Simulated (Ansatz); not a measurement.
Ideal-gas functions of C2HFN2, SMILES `FC1N=C=N1` at 500 K and 1 bar, from an Ansatz frequency run at PBE0-D4/def2-TZVP.

Molar mass 72.04 g/mol, point group Cs (symmetry number 1), electronic degeneracy 1, moments of inertia 25.119, 100.726, 113.825 u Å². Harmonic wavenumbers (cm⁻¹, unscaled): 389, 395, 498, 586, 844, 965, 1140, 1152, 1283, 1363, 1433, 3201.

Use S(trans) = R[1.5 ln M + 2.5 ln T − 1.1517]; rotational temperatures θ = 24.2544 K / I; S(rot) = R[ln(√π/σ · √(T³/θAθBθC)) + 1.5]; for each mode x = 1.438777 ν̃/T, S = R[x/(eˣ − 1) − ln(1 − e⁻ˣ)] and H = RT x/(eˣ − 1); 1 cm⁻¹ = 0.0119627 kJ/mol; R = 8.31446 J/(mol·K).

**Question.** By hand: the entropy, in J/(mol·K).

**Answer.** Translation 172.9. Rotation: θ = 0.9656, 0.2408, 0.2131 K, giving 107.2. Vibration, mode by mode: 7.80, 7.68, 6.00, 4.89, 2.72, 2.07, 1.38, 1.35, 0.99, 0.82, 0.70, 0.01, in all 36.4. Electronic 0.0. Sum 316.5 J/(mol·K).

**Question.** By hand: H − E and G − E in kJ/mol, counted from the electronic energy.

**Answer.** Zero-point energy ½ × 13249 × 0.0119627 = 79.2; thermal vibration 11.8; translation, rotation and pV give 4 RT = 16.6. H − E = 107.6 kJ/mol, and G − E = 107.6 − 500 × 316.5/1000 = -50.6 kJ/mol.

Vibration gives 12 % of the entropy.
